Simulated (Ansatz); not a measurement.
# C4H2: the cost of one run

Program: Ansatz 0.2.0, driven from Python. Level of theory: CAM-B3LYP/6-31G*. These are calculated values, not measurements.

## Step 1: Starting point

Bond lengths: C1–C2 1.200 Å, C2–C3 1.540 Å, C3–C4 1.200 Å, C1–H5 1.065 Å, C4–H6 1.065 Å. Angles: C1–C2–C3 180.0°, C2–C1–H5 180.0°, C2–C3–C4 180.0°, C3–C4–H6 180.0°.

No structure file is read: the coordinates are typed or built in the script.

## Step 2: Script

run_freq.py

```python
import itertools

import ansatz
from ase.data import atomic_numbers, covalent_radii
import numpy as np


def main() -> None:
    geometry = (
        ansatz.Crystal.molecule()
        .atom("C", (1.9423, 0.3247, -0.0563))
        .atom("C", (0.7592, 0.1269, -0.022))
        .atom("C", (-0.7592, -0.1269, 0.022))
        .atom("C", (-1.9423, -0.3247, 0.0563))
        .atom("H", (2.9921, 0.5002, -0.0868))
        .atom("H", (-2.9921, -0.5002, 0.0868))
    )

    job = (
        geometry.calculation()
        .basis(gaussian="6-31G*")
        .functional("cam_b3lyp")
    )
    symbols = [site.symbol for site in geometry.cartesian_sites]
    start = np.array([site.position_ang for site in geometry.cartesian_sites], dtype=float)
    rep = job.relax(force_tolerance=0.003).run(threads=1).report
    end = np.array(rep["positions_ang"])

    radius = [covalent_radii[atomic_numbers[s]] for s in symbols]
    span = lambda where, i, j: np.linalg.norm(where[i] - where[j])
    bonded = [(i, j) for i, j in itertools.combinations(range(len(symbols)), 2) if min(span(start, i, j), span(end, i, j)) < 1.2 * (radius[i] + radius[j])]
    print("pair        before    after (A)")
    for i, j in bonded:
        print(f"{symbols[i]}{i}-{symbols[j]}{j}".ljust(10), f"{span(start, i, j):8.4f} {span(end, i, j):8.4f}")

    minimum = ansatz.Crystal.molecule()
    for symbol, place in zip(symbols, end):
        minimum = minimum.atom(symbol, place.tolist())
    vibrating = (
        minimum.calculation()
        .basis(gaussian="6-31G*")
        .functional("cam_b3lyp")
        .phonons(temperatures=(298.15, 498.15, 100))
    )
    vib = vibrating.run(threads=1).report["vibrations"]
    sums = vib["harmonic_sums"]
    modes = [m["omega_inv_cm"] for m in sums["modes_at_gamma"] if m["rigid_motion"] == "no"]
    print("frequencies (1/cm):", " ".join(f"{w:.0f}" for w in modes))
    print("imaginary modes:", sum(w < 0 for w in modes), " zero-point energy:", round(sums["zero_point_energy_ev"], 4), "eV")
    print("T (K)   F_vib (eV)   S_vib (meV/K)   C_vib (meV/K)")
    for row in zip(sums["temperatures_k"], sums["vibrational_free_energy_ev"], vib["entropy_ev_per_k"], vib["heat_capacity_ev_per_k"]):
        print(f"{row[0]:6.1f} {row[1]:11.4f} {1000 * row[2]:13.4f} {1000 * row[3]:15.4f}")


if __name__ == "__main__":
    main()
```

## Step 3: The calls as engine input

The package turns the script's settings into the engine's input (first run):

```yaml
crystal:
  periodic: [false, false, false]
  atoms:
    - { symbol: C, position_ang: [1.9423, 0.3247, -0.0563] }
    - { symbol: C, position_ang: [0.7592, 0.1269, -0.022] }
    - { symbol: C, position_ang: [-0.7592, -0.1269, 0.022] }
    - { symbol: C, position_ang: [-1.9423, -0.3247, 0.0563] }
    - { symbol: H, position_ang: [2.9921, 0.5002, -0.0868] }
    - { symbol: H, position_ang: [-2.9921, -0.5002, 0.0868] }
basis:
  gaussian:
    orbitals: "6-31G*"
hamiltonian:
  xc: cam_b3lyp
relax:
  f_tol: 0.003
```

## Step 4: Launch

Launch:

```bash
> python run_freq.py
```

**Question.** How long does this script take on 1 thread of AMD EPYC 9R45 (Zen 5), shared host, and how much memory does it need?

About 22 s, with a peak of 0.21 GiB.
